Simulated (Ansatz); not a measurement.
# SiH3F (SMILES F[SiH3]) at 6 levels

Wanted: a comparison of 6 runs (r2SCAN/STO-3G, wB97M-V/STO-3G, MP2/STO-3G, CCSDT(Q)/STO-3G, CCSDTQ/STO-3G, FCI/STO-3G) of SiH3F. 

Program for the calculation: Ansatz 0.2.0.

57 further runs of the same task are left out: 2 that didn't finish, 55 set aside as unsound or not needed.

### Step 1. The molecule

SiH3F has 5 atoms, charge 0, and is taken as a singlet. As SMILES, `F[SiH3]`. The H3–Si2 distance was set to 2.964 Å, away from the relaxed value. At this shape a bond of the SMILES string is far longer than usual.

Bond lengths: F1–Si2 1.600 Å, Si2–H4 1.482 Å, Si2–H5 1.482 Å. Angles: F1–Si2–H4 108.3°, F1–Si2–H5 108.3°, H4–Si2–H5 110.6°.

### Step 2. The energy at r2SCAN/STO-3G (run 1)

Input file molecule.yaml:

```yaml
basis:
  gaussian:
    orbitals: STO-3G
crystal:
  periodic: [false, false, false]
  atoms:
    - {symbol: F, position_ang: [-0.863504, 0.336098, 2.270986]}
    - {symbol: Si, position_ang: [0.454396, 0.153998, 1.382286]}
    - {symbol: H, position_ang: [-0.367800, -0.192600, -1.443700]}
    - {symbol: H, position_ang: [1.179696, -1.044602, 1.864586]}
    - {symbol: H, position_ang: [1.291596, 1.366698, 1.536386]}
hamiltonian:
  xc: r2scan
accuracy: high
```

Started as:

```bash
ansatz run molecule.yaml --threads 1 --pin off --max-ram 2610MiB --events-out events.jsonl --progress --plain --runs-dir runs
```

What it wrote:

```text
Warning: RAYON_NUM_THREADS=1 ignored (pool sized by the plan → 1); use --threads N
Functional definition: r2SCAN
  name "r2SCAN"
  parameter k0 = 0.174
  parameter k1 = 0.065
  parameter a1 = 4.9479
  exchange = r2scan_x(k0 = k0, k1 = k1, a1 = a1)
  correlation = r2scan_c
290 factors; integrals over basis functions are off by at most 3.1e-8 eV
mean field evaluation 1: about -10498.3282 eV, gradient 2.5e1 eV
mean field evaluation 2: about -10491.2282 eV, gradient 2.5e1 eV
mean field evaluation 4: about -10504.4862 eV, gradient 1.1e1 eV
mean field evaluation 8: about -10505.3044 eV, gradient 3.7e0 eV
mean field -10505.36086665 eV, -386.0648910600 hartree, gradient 4.3e-8 eV, S^2 0.000000; 0 other end points of the search recorded, 0 dependent functions left out
reference -10505.36086706 eV, -386.0648910749 hartree; 13, 13 occupied and 4, 4 virtual orbitals, 290 factors
Total energy: -10505.36086706 eV, -386.0648910749 hartree
```

It took 2.1 s on 1 thread of Intel Xeon Platinum 8259CL at 2.50GHz (Skylake/Cascade Lake), shared host; peak memory 0.15 GiB.

### Step 3. The energy at wB97M-V/STO-3G (run 2)

Input file job.yaml:

```yaml
crystal:
  periodic: [false, false, false]
  atoms:
    - {symbol: F, position_ang: [-0.863504, 0.336098, 2.270986]}
    - {symbol: Si, position_ang: [0.454396, 0.153998, 1.382286]}
    - {symbol: H, position_ang: [-0.367800, -0.192600, -1.443700]}
    - {symbol: H, position_ang: [1.179696, -1.044602, 1.864586]}
    - {symbol: H, position_ang: [1.291596, 1.366698, 1.536386]}
basis:
  gaussian:
    orbitals: STO-3G
hamiltonian:
  xc: {name: wB97M-V}
accuracy: high
```

Started as:

```bash
ansatz run job.yaml --threads 1 --pin off --max-ram 2610MiB --events-out events.jsonl --progress --plain --runs-dir runs
```

What it wrote (excerpt; [...] marks lines left out):

```text
Warning: RAYON_NUM_THREADS=1 ignored (pool sized by the plan → 1); use --threads N
Functional definition: wB97M-V
  name "wB97M-V"
[...]
  gx(w, u) = 1 - cx + cx01*u + cx10*w
  gss(w, u) = css00 + css04*u^4 + css10*w + css20*w^2 + css43*w^4*u^3
  gos(w, u) = cos00 + cos10*w + (cos20 + cos21*u)*w^2 + (cos60 + cos61*u)*w^6
[...]
      + integral(e_c_pw_mod_opposite_spin*gos(b97_w_opposite, b97_u_opposite)) + vv10(b, c)
290 factors; integrals over basis functions are off by at most 3.1e-8 eV
127 factors; integrals over basis functions are off by at most 1.3e-9 eV
[...]
mean field -10506.41799660 eV, -386.1037398691 hartree, gradient 3.3e-8 eV, S^2 0.000000; 0 other end points of the search recorded, 0 dependent functions left out
reference -10506.41799909 eV, -386.1037399605 hartree; 13, 13 occupied and 4, 4 virtual orbitals, 290 factors
Total energy: -10506.41799909 eV, -386.1037399605 hartree
```

It took 11 s on 1 thread of Intel Xeon Platinum 8259CL at 2.50GHz (Skylake/Cascade Lake), shared host; peak memory 0.27 GiB.

Runs 3 to 5 aren't shown in full; the table further down has their settings and results.

### Step 4. The energy at FCI/STO-3G (run 6)

Input file in.yaml:

```yaml
crystal:
  periodic: [false, false, false]
  atoms:
    - {symbol: F, position_ang: [-0.863504, 0.336098, 2.270986]}
    - {symbol: Si, position_ang: [0.454396, 0.153998, 1.382286]}
    - {symbol: H, position_ang: [-0.367800, -0.192600, -1.443700]}
    - {symbol: H, position_ang: [1.179696, -1.044602, 1.864586]}
    - {symbol: H, position_ang: [1.291596, 1.366698, 1.536386]}
basis:
  gaussian: {orbitals: STO-3G}
correlation: {method: fci, frozen_orbitals: {F: 1, H: 0, Si: 5}}
accuracy: high
```

Started as:

```bash
ansatz run in.yaml --threads 1 --pin off --max-ram 2610MiB --events-out events.jsonl --progress --plain --runs-dir runs
```

What it wrote (excerpt; [...] marks lines left out):

```text
Warning: RAYON_NUM_THREADS=1 ignored (pool sized by the plan → 1); use --threads N
Functional definition: HF
  name "HF"
[...]
290 factors; integrals over basis functions are off by at most 3.1e-8 eV
[...]
mean field -10478.81611480 eV, -385.0893894223 hartree, gradient 1.7e-8 eV, S^2 0.000000; 1 other end points of the search recorded, 0 dependent functions left out; unrestricted orbitals would lower it
unrestricted determinant -10482.39957681 eV, -385.2210792223 hartree, S^2 0.9634
6 core orbitals not correlated: weight in the atoms' cores, before any rotation towards them, 1.000 or more for the frozen orbitals, at most 0.000 for the correlated occupied ones
reference -10478.81611480 eV, -385.0893894223 hartree; 7, 7 occupied and 4, 4 virtual orbitals, 290 factors
state -10484.44373184 eV, -385.2962005339 hartree
Total energy: -10484.44373184 eV, -385.2962005339 hartree
```

Wall time 0.72 s (1 thread of Intel Xeon Platinum 8259CL at 2.50GHz (Skylake/Cascade Lake), shared host).

### Step 5. The series

```tsv
run	level	frozen core orbitals	energy (Eh)	wall time
1	r2SCAN/STO-3G	–	-386.064891	2.1 s
2	wB97M-V/STO-3G	–	-386.103740	11 s
3	MP2/STO-3G	6	-385.216452	0.18 s
4	CCSDT(Q)/STO-3G	6	-385.296258	0.34 s
5	CCSDTQ/STO-3G	6	-385.296222	4.2 s
6	FCI/STO-3G	6	-385.296201	0.72 s
```

### Step 6. Results

| quantity | value |
| --- | --- |
| run 6: total energy | -385.29620 Eh |
| run 6: correlation energy (6 core orbitals frozen) | -206.8 mEh |

Against full CI in this basis: MP2 +79.7 mEh; CCSDT(Q) -0.1 mEh; CCSDTQ -0.0 mEh. Totals of different functionals can't be ranked against each other. In runs 3, 4, 5 the log says that unrestricted orbitals would lower the reference, so the values rest on an unstable closed-shell determinant (other closed-shell runs at this shape may share the fault). In runs 1, 2, 3, 4, 5, 6 the basis is minimal, so the values are rough. In runs 1, 2, 3 a closed-shell determinant meets a far-stretched bond, which it describes badly. All runs together took 18 s, the longest 11 s.
